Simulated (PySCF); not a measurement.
**A ladder of Hamiltonians for Be (beryllium, neutral)**

Occupied: 1s1/2, 2s1/2. Hartree-Fock calculated with PySCF 2.14 in an even-tempered Gaussian basis (20 s from 0.02 bohr⁻², ratio 2.3; 12 p from 0.024 bohr⁻², ratio 2.3), Gaussian nucleus throughout. NR is non-relativistic, sf-X2C the spin-free one-electron X2C Hamiltonian, X2C adds the bare one-electron spin-orbit term, X2C-SNSO screens it by Boettger's factors, DC is four-component Dirac-Coulomb, and the Gaunt and Breit terms are added at first order (total energies over the DC spinors, levels after relaxing the spinors in that mean field). QED terms are absent.

| Hamiltonian | E (hartree) |
| --- | --- |
| NR | -14.5730 |
| sf-X2C | -14.5755 |
| X2C | -14.5755 |
| X2C-SNSO | -14.5755 |
| DC | -14.5759 |
| DC+Gaunt | -14.5752 |
| DC+Breit | -14.5752 |

```csv
level (eV),NR,sf-X2C,X2C,X2C-SNSO,DC,DC+Gaunt,DC+Breit
1s1/2,-128.78,-128.80,-128.80,-128.80,-128.81,-128.79,-128.79
2s1/2,-8.416,-8.417,-8.417,-8.417,-8.417,-8.417,-8.417
```

Q: How large are the two-electron picture-change error of X2C and the Breit correction in the total energy?

A: X2C-1e lies 0.0004 hartree above Dirac-Coulomb; Gaunt adds 0.0007 and the full Breit term 0.0007 hartree.

Weight of the small component: 1s1/2 0.000181, 2s1/2 1.33e-05.

Koopmans' value for the highest occupied level at DC+Breit: 8.417 eV, against an ionisation energy of 9.323 eV (measured; NIST Atomic Spectra Database, ionization energies); the former lacks relaxation, correlation, QED and recoil.

The whole ladder took 71 s of wall time on 1 thread of Neoverse-N1 (shared host), launched as `OMP_NUM_THREADS=1 python relrun2.py TASK.json OUT` (a driver that calls PySCF for each Hamiltonian).

Dirac-Coulomb iterations, started from the X2C spinors:

```
with_ssss True, with_gaunt False, with_breit False
light speed = 137.03599967994
init E= -14.5758086225847
cycle= 1 E= -14.57588731153  delta_E= -7.87e-05  |g|= 0.000612  |ddm|= 0.000231
cycle= 2 E= -14.5758873132155  delta_E= -1.69e-09  |g|= 8.95e-06  |ddm|= 2.75e-05
cycle= 3 E= -14.5758873132212  delta_E= -5.75e-12  |g|= 4.57e-07  |ddm|= 6.52e-06
```
